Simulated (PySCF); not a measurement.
Working out the ionisation energy of B

B [He] 2s2 2p1 (2P) → B⁺ [He] 2s2 (1S). Computed with PySCF 2.14 in dyall-acv3z, with scalar relativity by spin-free X2C-1e. Frozen: nothing; the 5 highest virtual orbitals dropped. Energies in hartree (1 hartree = 27.21139 eV):

```tsv
part	B (lower)	B⁺ (upper)
UHF	-24.539841	-24.244394
CCSD correlation	-0.112922	-0.107050
(T)	-0.001763	-0.000548
```

**Question.** What does Hartree-Fock give?

**Answer.** (-24.244394) − (-24.539841) = 0.295447 hartree = 8.040 eV.

**Question.** What do CCSD and CCSD(T) give?

**Answer.** The CCSD correlation energies differ by 0.005872 hartree = 0.160 eV and the triples by 0.001215 hartree = 0.033 eV, so CCSD gives 8.200 eV and CCSD(T) 8.233 eV.

Measured between the centres of the two terms (NIST): 8.297 eV, so CCSD(T) (valence and next inner shell) is off by -0.064 eV.

What remains against the reference includes basis incompleteness and higher excitations.
